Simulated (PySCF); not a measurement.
# One molecule, many functionals

Thioformamide, CH3NS.
SMILES: `NC=S`

Linear-response calculations in the def2-SVPD basis (PySCF; singlets by full response, triplets Tamm–Dancoff, core orbitals frozen in the response; HF means time-dependent Hartree–Fock). 'Strongest' is the level of largest summed f among the singlets computed (10 roots, of which the last may lack a degenerate partner); it can jump between rows when another state enters that window. S1 is the lowest singlet of each run and needn't be the same state throughout; f(S1) is that of one state. Geometry: PBE0-D3(BJ)/def2-SVP; no solvent, vibrations or thermal averaging.

| functional | kind | S1 (eV) | f(S1) | strongest (eV) | T1 (eV) | HOMO (eV) | gap (eV) | ionisation energy, ΔSCF (eV) |
| --- | --- | --- | --- | --- | --- | --- | --- | --- |
| LDA | LDA | 3.18 | 0.000 | 5.56 | 2.86 | -5.26 | 3.00 | 8.91 |
| PBE | GGA | 3.23 | 0.000 | 5.53 | 2.87 | -5.15 | 3.08 | 8.67 |
| B3LYP | global hybrid, 20% exact exchange | 3.34 | 0.000 | 5.72 | 2.99 | -6.10 | 4.72 | 8.72 |
| PBE0 | global hybrid, 25% exact exchange | 3.41 | 0.000 | 5.95 | 3.03 | -6.34 | 5.17 | 8.67 |
| BHandHLYP | global hybrid, 50% exact exchange | 3.57 | 0.000 | 6.23 | 3.22 | -7.39 | 7.27 | 8.53 |
| CAM-B3LYP | range-separated hybrid | 3.38 | 0.000 | 6.08 | 3.03 | -7.64 | 7.59 | 8.69 |
| wB97X-D | range-separated hybrid | 3.40 | 0.000 | 5.35 | 3.09 | -8.18 | 8.78 | 8.74 |
| LC-wPBE | range-separated hybrid | 3.42 | 0.000 | 5.34 | 3.05 | -9.02 | 10.05 | 8.68 |
| HF | Hartree–Fock | 4.07 | 0.000 | 5.62 | 3.27 | -9.06 | 11.51 | not settled |

S1 runs from 3.18 eV (LDA) to 4.07 eV (HF), a spread of 0.89 eV, while the orbital gap spreads over 8.5 eV. Along PBE (0%), B3LYP (20%), PBE0 (25%), BHandHLYP (50%), HF (100%) S1 rises with the share of exact exchange. −ε(HOMO) comes closest to its own ΔSCF ionisation energy with LC-wPBE (+0.34 eV) and misses most with LDA (-3.65 eV). 'Not settled' means that the ion's SCF failed to converge or may have ended in another state than the lowest.
